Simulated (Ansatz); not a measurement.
## [Br···H···Cl], doublet in cc-pVTZ: errors against UCCSDT(Q)

Geometry: a point of a hydrogen-transfer path between rigid fragments, not a stationary point.

| atom | x (Å) | y (Å) | z (Å) |
| --- | --- | --- | --- |
| Br | 0.0000 | 0.0000 | -1.5527 |
| H | 0.0000 | 0.0000 | -0.0737 |
| Cl | 0.0000 | 0.0000 | 1.6263 |

Basis cc-pVTZ; Ansatz 0.2.0. Only valence electrons are correlated (noble-gas cores and the filled d shells of p-block atoms frozen), which leaves 15 electrons in 72 orbitals. R marks a restricted (for open shells ROHF) determinant, U an unrestricted one. Active spaces: valence = (15e, 9o) chosen from the atoms' valence shells. No spin–orbit coupling is included, and no scalar relativity.

Full CI isn't at hand for all of this; UCCSDT(Q) serves as the reference, and is uncertain by about the last step of the cluster series. The frozen core follows each run's orbitals, which can shift R against U totals by a few meV for light atoms and by up to 0.1 eV past Ca.

* UHF ⟨S²⟩: 0.785
* T1 diagnostic (RCCSD): 0.0224
* largest doubles amplitude (RCCSD): 0.058
* T1 diagnostic (UCCSD): 0.0138

Question: From what is known of these methods and the diagnostics, rank them by the size of their error in total energy against UCCSDT(Q) in cc-pVTZ, smallest first (an estimate: the text doesn't fix the numbers).
A. UCCSDT
B. UMP2
C. UHF
D. UCCSD
E. UCCSD(T)

Answer: A (16 meV), E (50 meV), D (440 meV), B (1533 meV), C (10971 meV).

All errors are against UCCSDT(Q) in cc-pVTZ. Within each family the higher level lies nearer, as is usual though not guaranteed.

Natural occupations of CASSCF (valence space) about the gap: 2.000 1.999 1.998 1.964 1.002 0.038; effectively unpaired electrons, Σ n²(2−n)², 1.01.
